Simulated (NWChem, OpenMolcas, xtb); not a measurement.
# How methods differ on SiCl2 (SMILES Cl[Si]Cl)

SiCl2: 3 atoms, total charge 0, spin state singlet. As SMILES, `Cl[Si]Cl`. The coordinates come from a GFN2-xTB relaxation.

```xyz
3

Si    0.0051   -0.0069   -0.8693
Cl    1.5816   -0.0189    0.4441
Cl   -1.5868    0.0259    0.4253
```

Each level gives the dipole moment (D). The values are calculated.

```json
{"level": "GFN0-xTB", "kind": "semi-empirical", "program": "xtb", "value (D)": "1.26", "CPU time": "under 2 s"}
{"level": "GFN1-xTB", "kind": "semi-empirical", "program": "xtb", "value (D)": "2.23", "CPU time": "under 2 s"}
{"level": "HF/STO-3G", "kind": "Hartree–Fock", "program": "OpenMolcas", "value (D)": "2.98", "CPU time": "1.6 s"}
{"level": "SVWN5/STO-3G", "kind": "LDA", "program": "OpenMolcas", "value (D)": "2.15", "CPU time": "2.9 s"}
{"level": "PBE/STO-3G", "kind": "GGA", "program": "OpenMolcas", "value (D)": "2.20", "CPU time": "3.2 s"}
{"level": "r2SCAN/STO-3G", "kind": "meta-GGA", "program": "OpenMolcas", "value (D)": "2.30", "CPU time": "3.8 s"}
{"level": "revM06-L/jorge-DZP", "kind": "meta-GGA", "program": "NWChem", "value (D)": "0.60", "CPU time": "5.8 s"}
{"level": "BeckeHandH/pc-1 (ZORA)", "kind": "density functional", "program": "NWChem", "value (D)": "1.28", "CPU time": "9.2 s"}
{"level": "ACM/def2-SVPD", "kind": "density functional", "program": "NWChem", "value (D)": "0.77", "CPU time": "7.2 s"}
{"level": "B3LYP/STO-3G", "kind": "global hybrid", "program": "OpenMolcas", "value (D)": "2.42", "CPU time": "3.1 s"}
```

The values span 0.60 to 2.98 D. Magnitudes only: a small dipole may point the other way at some levels. Sets without polarisation functions give poor dipoles. CPU times are rough (shared hosts, several kinds of processor): they show what a rung costs within a factor of a few.
